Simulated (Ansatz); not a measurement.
The input, for Ansatz 0.2.0:

```yaml
crystal:
  periodic: [false, false, false]
  atoms:
    - {symbol: O, position_ang: [-1.197421, 0.002370, 0.000000]}
    - {symbol: H, position_ang: [-1.446730, 0.928945, 0.000000]}
    - {symbol: H, position_ang: [-0.157421, 0.002370, 0.000000]}
    - {symbol: N, position_ang: [1.365579, 0.002370, 0.000000]}
    - {symbol: H, position_ang: [1.634661, -1.001857, 0.000000]}
basis:
  gaussian: {orbitals: cc-pVDZ}
magnetization: {spin_polarized: true, initial_magnetization: 2}
hamiltonian: {xc: {name: B2PLYP}}
correlation: {electrons: outside_noble_gas}
```

```sh
$ ansatz run in.yaml --threads 1 --pin off --events-out ev --progress --plain --max-ram 2393MiB
```

Task: Roughly how long does this take on 1 thread of Arm Neoverse V2, shared host, and how much host memory?

Result: 0.96 s wall and 0.16 GiB.

```
397 factors; integrals over basis functions are off by at most 1.5e-3 eV
mean field evaluation 1: about -3573.2048 eV, gradient 2.8e1 eV
mean field evaluation 2: about -3573.2282 eV, gradient 2.8e1 eV
mean field evaluation 4: about -3575.9489 eV, gradient 2.4e0 eV
mean field evaluation 8: about -3575.9914 eV, gradient 7.9e-2 eV
mean field evaluation 16: about -3575.9915 eV, gradient 9.8e-5 eV
mean field -3575.99153154 eV, -131.4152648900 hartree, gradient 1.1e-6 eV, S^2 2.010355; 0 other end points of the search recorded, 0 dependent functions left out
2 core orbitals not correlated: weight in the atoms' cores, before any rotation towards them, 1.000 or more for the frozen orbitals, at most 0.000 for the correlated occupied ones
reference -3575.99162454 eV, -131.4152683076 hartree; 8, 6 occupied and 33, 35 virtual orbitals, 397 factors
second order -10.37299229 eV of doubles, -0.00000000 eV of singles
Total energy: -3578.79233246 eV, -131.5181924252 hartree
```
